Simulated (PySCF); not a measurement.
# C₄H₂: electronic structure in real space

For C₄H₂, the scripts below see where an electron leaves and enters, compute its lowest excited states and localise its valence orbitals.

The runs use PySCF 2.14.0; levels as typed in each script, gas phase, geometry from GFN2-xTB.

## Step 1: Where the work starts

SMILES `C#CC#C`, 6 atoms, charge 0, spin multiplicity 1.

Bond lengths: C1–C2 1.204 Å, C1–H5 1.048 Å, C2–C3 1.360 Å, C3–C4 1.204 Å, C4–H6 1.048 Å. Angles: C2–C1–H5 180.0°, C1–C2–C3 180.0°, C2–C3–C4 180.0°, C3–C4–H6 180.0°.

Geometry (Å):

```mol
C4H2
  3D, bonds by distance, orders not assigned

  6  5  0  0  0  0  0  0  0  0999 V2000
    1.8840   -0.0000    0.0000 C   0  0
    0.6801    0.0003    0.0000 C   0  0
   -0.6801   -0.0003    0.0000 C   0  0
   -1.8840    0.0000    0.0000 C   0  0
    2.9323   -0.0003    0.0000 H   0  0
   -2.9323    0.0003    0.0000 H   0  0
  1  2  8  0
  2  3  8  0
  3  4  8  0
  1  5  8  0
  4  6  8  0
M  END
```

## Step 2: Removing and adding an electron (HF/def2-svpd)

The input, input.py:

```python
import numpy as np
from pyscf import gto, scf, dft
from pyscf.scf import atom_ks, atom_hf
from scipy.linalg import block_diag

def solve(mol, dm0=None, hcore=None):
    mf = scf.UHF(mol) if mol.spin else scf.RHF(mol)
    mf = mf.density_fit(auxbasis='def2-universal-jkfit')
    mf.conv_tol, mf.max_cycle = 1e-8, 80
    if hcore is not None:
        mf.get_hcore = lambda *args: hcore
    mf.kernel(dm0)
    if not mf.converged:
        mf = mf.newton().run(mf.mo_coeff, mf.mo_occ, max_cycle=30)
    assert mf.converged, 'SCF not converged'
    return mf

mol = gto.M(atom='''
C      1.88397    -0.00002     0.00000
C      0.68014     0.00029     0.00000
C     -0.68014    -0.00029     0.00000
C     -1.88397     0.00002     0.00000
H      2.93228    -0.00033     0.00000
H     -2.93228     0.00033     0.00000
''', basis='def2-svpd', charge=0, spin=0, verbose=4)
mf = solve(mol)
out = dict(e0=mf.e_tot, dm0=mf.make_rdm1(), c=mf.mo_coeff, occ=mf.mo_occ, eps=mf.mo_energy)
for name, dq, spin in [('cation', 1, 1), ('anion', -1, 1)]:
    ion = mol.copy().set(charge=mol.charge + dq, spin=spin).build()
    mi = solve(ion)
    if spin and dq > 0 and mol.nao < 130:
        c, _, stable, _ = mi.stability(return_status=True)
        if not stable:
            mi = solve(ion, mi.make_rdm1(c, mi.mo_occ))
    print(name, 'vertical energy change / eV', (mi.e_tot - mf.e_tot) * 27.211386)
    out.update({'e_' + name: mi.e_tot, 'dm_' + name: mi.make_rdm1(), 's2_' + name: mi.spin_square()[0], 'eps_' + name: mi.mo_energy, 'occ_' + name: mi.mo_occ})
# spherically averaged free atoms, for the promolecule
atm = scf.atom_hf.get_atm_nrhf(mol)
pro = block_diag(*[(atm[a[0]][2] * atm[a[0]][3]) @ atm[a[0]][2].T for a in mol._atom])
np.savez('result.npz', pro=pro, **out)
```

Run with:

```console
OMP_NUM_THREADS=1 python input.py
```

## Step 3: Excited states (wB97X/aug-cc-pvdz)

The input, input.py:

```python
import numpy as np
from pyscf import gto, scf, dft, tdscf
from pyscf.scf import atom_ks, atom_hf
from scipy.linalg import block_diag

def solve(mol, dm0=None, hcore=None):
    mf = (dft.UKS if mol.spin else dft.RKS)(mol, xc='wb97x')
    mf.grids.level = 3
    mf = mf.density_fit(auxbasis='def2-universal-jkfit')
    mf.conv_tol, mf.max_cycle = 1e-8, 80
    if hcore is not None:
        mf.get_hcore = lambda *args: hcore
    mf.kernel(dm0)
    if not mf.converged:
        mf = mf.newton().run(mf.mo_coeff, mf.mo_occ, max_cycle=30)
    assert mf.converged, 'SCF not converged'
    return mf

mol = gto.M(atom='''
C      1.88397    -0.00002     0.00000
C      0.68014     0.00029     0.00000
C     -0.68014    -0.00029     0.00000
C     -1.88397     0.00002     0.00000
H      2.93228    -0.00033     0.00000
H     -2.93228     0.00033     0.00000
''', basis='aug-cc-pvdz', charge=0, spin=0, verbose=4)
mf = solve(mol)
td = mf.TDA()
td.nstates, td.singlet, td.conv_tol = 6, True, 1e-5
td.kernel()
td.analyze()
x, y = np.array([p[0] for p in td.xy]), np.array([p[1] + 0 * p[0] for p in td.xy])
f, mu = td.oscillator_strength(), td.transition_dipole()
nto = [td.get_nto(state=i + 1, verbose=4) for i in range(len(td.e))]
# spherically averaged free atoms, for the promolecule
atm = atom_ks.get_atm_nrks(mol, xc='wb97x')
pro = block_diag(*[(atm[a[0]][2] * atm[a[0]][3]) @ atm[a[0]][2].T for a in mol._atom])
np.savez('result.npz', e=td.e, f=f, ok=td.converged, w=[n[0] for n in nto], nto=[n[1] for n in nto], x=x, y=y, c=mf.mo_coeff, occ=mf.mo_occ, eps=mf.mo_energy, pro=pro, mu=mu)
```

## Step 5: Localised orbitals (BP86/def2-svp)

The input, input.py:

```python
import numpy as np
from pyscf import gto, scf, dft, lo
from pyscf.data.elements import chemcore

def solve(mol, dm0=None, hcore=None):
    mf = (dft.UKS if mol.spin else dft.RKS)(mol, xc='bp86')
    mf.grids.level = 3
    mf = mf.density_fit(auxbasis='def2-universal-jkfit')
    mf.conv_tol, mf.max_cycle = 1e-8, 80
    if hcore is not None:
        mf.get_hcore = lambda *args: hcore
    mf.kernel(dm0)
    if not mf.converged:
        mf = mf.newton().run(mf.mo_coeff, mf.mo_occ, max_cycle=30)
    assert mf.converged, 'SCF not converged'
    return mf

mol = gto.M(atom='''
C      1.88397    -0.00002     0.00000
C      0.68014     0.00029     0.00000
C     -0.68014    -0.00029     0.00000
C     -1.88397     0.00002     0.00000
H      2.93228    -0.00033     0.00000
H     -2.93228     0.00033     0.00000
''', basis='def2-svp', charge=0, spin=0, verbose=4)
mf = solve(mol)
occ_all = mf.mo_coeff[:, mf.mo_occ > 0]
occ = occ_all[:, chemcore(mol):]
loc = lo.ibo.ibo(mol, occ, iaos=lo.iao.iao(mol, occ_all))
fock, s = mf.get_fock(), mf.get_ovlp()
ortho = lo.orth_ao(mol, 'meta_lowdin')
ortho = lo.vec_lowdin(lo.iao.iao(mol, occ_all), s)
labels = lo.iao.reference_mol(mol).ao_labels(fmt=None)
vir = lo.vvo.livvo(mol, occ_all, mf.mo_coeff[:, mf.mo_occ == 0])
both = np.hstack([loc, vir])
p = (ortho.T @ s @ both) ** 2
pop = np.array([p[[l[0] == a for l in labels]].sum(0) for a in range(mol.natm)])
spd = np.array([[p[[l[0] == a and l[2][-1] == k for l in labels]].sum(0) for k in 'spd'] for a in range(mol.natm)])
eps = np.einsum('pi,pq,qi->i', both, fock, both)
for i in np.argsort(eps):
    top = np.argsort(-pop[:, i])[:3]
    print('%3d %s %9.4f Eh ' % (i + 1, 'occ' if i < loc.shape[1] else 'vir', eps[i]), '  '.join('%s%d %.3f' % (mol.atom_symbol(a), a + 1, pop[a, i]) for a in top))
np.savez('result.npz', c=both, nocc=loc.shape[1], pop=pop, spd=spd, eps=eps, e=mf.e_tot)
```

(Steps that only read results are left out.)

What does the calculation give? Wanted: lowest singlet excitation.

The runs gave:

```
                                                quantity    value
           lowest singlet excitation (wB97X/aug-cc-pvdz)  4.93 eV
localised occupied orbitals above −45 eV (BP86/def2-svp)        9
```

What this shows: All values hold at the given geometry, in the gas phase.
